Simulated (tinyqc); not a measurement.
CCSD on RHF in the sto-3g basis, for H2O, spin multiplicity 1, step by step. One step of it, computed by the program tinyqc.

Task: Iteration 1: diagonalisation and new density. Diagonalise F' = X^T F X, C = X C', fill 5 alpha and 5 beta electrons from the bottom; D = 2 C_occ C_occ^T. Each column has its largest component positive (the first on a tie).

Fock matrix F (hartree):
```
,1O 1s,1O 2s,1O 2px,1O 2py,1O 2pz,2H 1s,3H 1s
1O 1s,-18.817899,-4.873692,0.000000,0.000000,-0.013131,-0.810129,-0.810129
1O 2s,-4.873692,-1.793533,0.000000,0.000000,-0.204228,-0.590872,-0.590872
1O 2px,0.000000,0.000000,0.306659,0.000000,0.000000,0.000000,0.000000
1O 2py,0.000000,0.000000,0.000000,0.209662,0.000000,-0.158545,0.158545
1O 2pz,-0.013131,-0.204228,0.000000,0.000000,0.217656,-0.215323,-0.215323
2H 1s,-0.810129,-0.590872,0.000000,-0.158545,-0.215323,-0.176388,-0.219566
3H 1s,-0.810129,-0.590872,0.000000,0.158545,-0.215323,-0.219566,-0.176388
```

X:
```
,1O 1s,1O 2s,1O 2px,1O 2py,1O 2pz,2H 1s,3H 1s
1O 1s,1.023597,-0.136565,0.000000,0.000000,-0.008249,0.018578,0.018578
1O 2s,-0.136565,1.155445,0.000000,0.000000,0.079718,-0.218195,-0.218195
1O 2px,0.000000,0.000000,1.000000,0.000000,0.000000,0.000000,0.000000
1O 2py,0.000000,0.000000,0.000000,1.063494,0.000000,-0.165664,0.165664
1O 2pz,-0.008249,0.079718,0.000000,0.000000,1.047595,-0.130763,-0.130763
2H 1s,0.018578,-0.218195,0.000000,-0.165664,-0.130763,1.133786,-0.082766
3H 1s,0.018578,-0.218195,0.000000,0.165664,-0.130763,-0.082766,1.133786
```

Give: F' = X^T F X; orbital energies; coefficients C; D after iteration 1.

Result:

F' = X^T F X (hartree):
```
,1,2,3,4,5,6,7
1,-18.4434,-2.6314,0.0000,0.0000,-0.0240,-0.0998,-0.0998
2,-2.6314,-0.7667,0.0000,0.0000,-0.0677,-0.3085,-0.3085
3,0.0000,0.0000,0.3067,0.0000,0.0000,0.0000,0.0000
4,0.0000,0.0000,0.0000,0.3512,0.0000,-0.2595,0.2595
5,-0.0240,-0.0677,0.0000,0.0000,0.3243,-0.2255,-0.2255
6,-0.0998,-0.3085,0.0000,-0.2595,-0.2255,0.1212,-0.0820
7,-0.0998,-0.3085,0.0000,0.2595,-0.2255,-0.0820,0.1212
```

orbital energies (hartree): MO1 -18.8290, MO2 -0.6848, MO3 -0.0971, MO4 0.0973, MO5 0.3067, MO6 0.5700, MO7 0.6516

coefficients C:
```
,MO1,MO2,MO3,MO4,MO5,MO6,MO7
1O 1s,0.9933,-0.2207,0.0000,-0.1595,0.0000,-0.0792,0.0000
1O 2s,0.0286,0.7800,0.0000,0.7677,0.0000,0.5066,0.0000
1O 2px,0.0000,0.0000,0.0000,0.0000,1.0000,0.0000,0.0000
1O 2py,0.0000,0.0000,0.4923,0.0000,0.0000,0.0000,0.9714
1O 2pz,0.0034,0.1977,0.0000,-0.5033,0.0000,0.9196,0.0000
2H 1s,-0.0054,0.2063,0.5608,-0.4516,0.0000,-0.6090,-0.6730
3H 1s,-0.0054,0.2063,-0.5608,-0.4516,0.0000,-0.6090,0.6730
```

D after iteration 1:
```
,1O 1s,1O 2s,1O 2px,1O 2py,1O 2pz,2H 1s,3H 1s
1O 1s,2.1218,-0.5324,0.0000,0.0000,0.0801,0.0423,0.0423
1O 2s,-0.5324,2.3972,0.0000,0.0000,-0.4642,-0.3717,-0.3717
1O 2px,0.0000,0.0000,2.0000,0.0000,0.0000,0.0000,0.0000
1O 2py,0.0000,0.0000,0.0000,0.4847,0.0000,0.5521,-0.5521
1O 2pz,0.0801,-0.4642,0.0000,0.0000,0.5848,0.5361,0.5361
2H 1s,0.0423,-0.3717,0.0000,0.5521,0.5361,1.1219,-0.1359
3H 1s,0.0423,-0.3717,0.0000,-0.5521,0.5361,-0.1359,1.1219
```
